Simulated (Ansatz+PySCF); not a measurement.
Two shapes of singlet SO₂.

Shape 1:

```xyz
3

S     0.0000    0.0000   -0.3713
O     0.0000    1.2504    0.3713
O     0.0000   -1.2504    0.3713
```

Shape 2:

```xyz
3

S     0.0283    0.0138   -0.4102
O    -0.0170    1.2947    0.3556
O    -0.0058   -1.2997    0.3777
```

Basis set: def2-SVP (spherical functions). Frozen core: 7 orbitals. Charge 0, multiplicity 1.

Computed with Ansatz (development build ahead of 0.2.0); each method stands on the lowest determinant of its kind that the runs found.

Problem. Which shape is lower in energy, and by how much in each method?

Solution.

```tsv
method	E(2) − E(1) (eV)
RHF	0.575
RHF-MP2	0.068
PBE (restricted)	0.015
PBE0 (restricted)	0.215
PBE0 (unrestricted)	0.215
```

Shape 1 is lower. Caution for RHF, RHF-MP2: an unrestricted determinant lies well below.
